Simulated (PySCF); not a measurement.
## How methods differ on the ionisation energy of O

O [He] 2s2 2p4 (3P) → O⁺ [He] 2s2 2p3 (4S), as a difference of total energies. Computed with PySCF 2.14 in cc-pVDZ-DK, with scalar relativity by spin-free X2C-1e. Correlated levels: valence: 1s2 frozen. The calculations carry no spin-orbit coupling.

| method | ionisation energy (eV) | error (eV) |
| --- | --- | --- |
| UHF | 11.954 | -1.654 |
| r2SCAN | 13.533 | -0.075 |
| B3LYP | 13.905 | +0.297 |
| MP2 (valence) | 12.828 | -0.780 |
| SCS-MP2 (valence) | 12.849 | -0.759 |
| CCSD (valence) | 12.833 | -0.775 |
| CCSD(T) (valence) | 12.839 | -0.769 |

Reference: 13.608 eV (measured; NIST levels, between the centres of gravity of the two terms).

Errors of the correlated levels include the incompleteness of this basis and the frozen core.
